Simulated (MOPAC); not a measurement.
MOPAC input (PM6):

```
PM6 FORCE THERMO(298,298) PRECISE LET CHARGE=-1 GEO-OK AUX(PRECISION=9) THREADS=1
C2H3O

O     1.18432848 1    0.37121421 1    0.00195164 1
C    -0.01153551 1    0.62186476 1   -0.00661171 1
C    -0.97296263 1   -0.65693328 1    0.00210964 1
H    -0.41178682 1   -1.57973868 1    0.01460902 1
H    -1.59166035 1   -0.58045303 1    0.88354273 1
H    -1.58289875 1   -0.59911047 1   -0.88683750 1
```

Problem. Which zero-point energy does it print?

Solution. 24.01 kcal/mol, from the harmonic wavenumbers of PM6.
